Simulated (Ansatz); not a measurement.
Reaction (substitution at a C–O bond): `N=C=C(O)O` + H–F → `N=C=C(O)F` + H₂O

Gas-phase electronic energies from Ansatz, PBE0-D4/def2-TZVP geometries. CCSD(T)/CBS adds triple-zeta CCSD(T) − MP2 to the extrapolated MP2 energy (def2 sets, frozen cores). This one scheme is used for every species. DFT in def2-TZVPP. B3LYP here is the variant with VWN-RPA as its local correlation; programs differ in this. HSE06 is defined as in plane-wave codes. Each species was taken in one conformer, which may not be the lowest.

Problem. Is it downhill or uphill in electronic energy at CCSD(T)/CBS, and by how much? (Estimate.)

Solution. Computed: Uphill: ΔE = +3.0 kcal/mol.

Problem. What do these levels give: r2SCAN0-D4, HSE06-D4, BHLYP-D4, CAM-B3LYP-D4, B3LYP, HSE06, RPA@PBE/def2-TZVPP, MP2/def2-SVP, CCSD(T)/def2-SVP, HF/def2-QZVPP, MP2/CBS(def2), CCSD/CBS(def2)? (An estimate is asked.)

Solution. Computed: r2SCAN0-D4 2.3, HSE06-D4 2.5, BHLYP-D4 1.9, CAM-B3LYP-D4 1.4, B3LYP 1.0, HSE06 2.2, RPA@PBE/def2-TZVPP 2.3, MP2/def2-SVP 3.3, CCSD(T)/def2-SVP 2.4, HF/def2-QZVPP 1.1, MP2/CBS(def2) 4.1, CCSD/CBS(def2) 2.7 kcal/mol.

Largest T1 diagnostic among the species: 0.014.

In def2-TZVPP, CCSD(T) changes the Hartree–Fock value by +1.6 kcal/mol (the triples alone add +0.3 kcal/mol) and MP2 by +2.7 kcal/mol. From BLYP to BHLYP (50 % exact exchange), in def2-TZVPP and without D4, ΔE moves by +1.0 kcal/mol. Leaving LDA and LC-ωPBE aside and taking each functional with its dispersion term where it has one, the values, not all of them listed here, spread over 2.1 kcal/mol, from B97M-V to PBE-QIDH. LDA lies +1.0 kcal/mol from PBE without D4.
